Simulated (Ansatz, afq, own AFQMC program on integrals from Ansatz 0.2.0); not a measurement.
# CHF, singlet → CHF⁺, doublet

```xyz
3

C    -0.1260   -0.4787   -0.1172
F     0.8863    0.0518    0.4909
H    -0.7603    0.4269   -0.3736
```

Connectivity, by distances: CH–F.

E(doublet, charge +1) − E(singlet, charge +0) at this geometry, on RHF and UHF determinants.

Basis def2-TZVP. Noble-gas cores (and the filled d shells of Ga–Kr and In–Xe) are frozen. AFQMC by an in-house program on the Cholesky factors that Ansatz 0.2.0 writes for its CCSD(T) run. The CISD trial takes its coefficients from CCSD amplitudes. Released means that phaseless walkers are propagated on without the constraint, phases kept. ± is one standard error of the sampling. The errors of all members are added in quadrature.

No full CI on the walks' own integrals is used here; CCSDT(Q) serves as the reference and is uncertain by about the last step of the cluster series. Each member takes its own surest rung, up to full CI.

The best estimate is CCSD(T) at the basis-set limit (CBS: def2-TZVPP and def2-QZVPP, with their diffuse functions for anions and beside diffuse sets, CCSD(T) itself extrapolated) plus the step from CCSD(T) to CCSDT(Q) in def2-TZVP. Rows without CBS are in def2-TZVP; B2PLYP and the wave-function rows carry a basis error of their own. Core correlation and relativity beyond core potentials are missing, and ± holds the sampling alone.

Cautions: CHF (singlet): higher spins were not checked, restricted determinant unstable towards unrestricted (UHF 220 meV lower, ⟨S²⟩ 0.51).

(1) Estimate: order these levels by their error in the vertical ionization energy against the best estimate, smallest first.
A. HF
B. CCSD
C. wB97M-V
D. MP2

## Answers

(1) C (6.5 kJ/mol), B (11.8 kJ/mol), D (27.5 kJ/mol), A (97.1 kJ/mol).

Best estimates are given only where the step beyond CCSD(T) is under 0.3 eV and no member's determinant is very poor (T1 over 0.05, or 0.07 for open shells, ⟨S²⟩ too high by 0.3, two states mixed), so the hardest cases are missing from such tables.

The functionals ran in a triple-zeta set and keep a basis error of their own, a few kJ/mol for each bond in atomization energies and more for double hybrids, so close places among them and the extrapolated levels can swap.

Each member of a difference takes its own highest rung, so a best estimate needn't equal the limit plus the step of one row. A walk keeps the symmetry of its determinant, which the program's search chose and which needn't be the lowest solution, so a lower state of the same spin and another symmetry isn't excluded.
